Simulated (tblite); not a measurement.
Species: C3H6NS (doublet state).
Structure used (GFN2-xTB), in Å, numbered top down from 1:
```
atom  x, y, z in Å
C1    -1.8357   -0.0661    0.3159
C2    -0.4612    0.1798    0.7739
C3     0.6232   -0.2202   -0.2014
N4     1.8712    0.1273    0.1628
S5     0.3676   -1.0442   -1.5891
H6    -2.6320    0.5866    0.6101
H7    -2.0430   -0.9002   -0.3232
H8    -0.2567   -0.4052    1.6898
H9    -0.3271    1.2327    1.0470
H10    2.6361   -0.1241   -0.4411
H11    2.0629    0.6363    1.0093
```

Computed values, GFN2-xTB/tblite, gas phase, harmonic and unscaled. This tight-binding method is rough: wavenumbers can miss measured ones by several per cent, in bad cases by 10 to 20. One conformer, not necessarily the lowest. Open shells enter through the occupations alone, without spin polarisation, and single modes of such species can be off by tens of per cent. The optimisation stopped once no atom felt more than 0.01 eV/Å.

Lowest wavenumbers of the output (negative numbers stand for imaginary wavenumbers):
```
mode    cm-1
  1     -78.5
  2     -38.8
  3     214.4
  4     263.6
  5     377.1
  6     403.2
  7     442.0
  8     488.1
```

Is this structure a minimum?

No. 2 modes are imaginary beyond 20i (78i and 39i cm⁻¹), so at this level the point lies at or near a saddle of order 2.

Which atoms move in the imaginary modes?

78i: H6 (hydrogen on carbon) 60 %, H7 (hydrogen on carbon) 35 %; 39i: C2 (carbon bonded to 2 C and 2 H) 21 %, C1 (carbon bonded to C and 2 H) 17 %, H9 (hydrogen on carbon) 15 %, H8 (hydrogen on carbon) 15 %. These are shares of the mass-weighted motion.

What is the remedy?

Step along such a mode in both directions, optimise again with tighter thresholds and repeat the frequencies. The zero-point energy of this point (50.9 kcal/mol) counts the 25 real modes alone, and thermal corrections from it aren't those of a minimum.

Time: 0.16 s. Hardware: one thread, Arm Neoverse V2 (aarch64), shared host with 96 logical CPUs at a one-minute load of 52. The figure is for the frequency step alone.
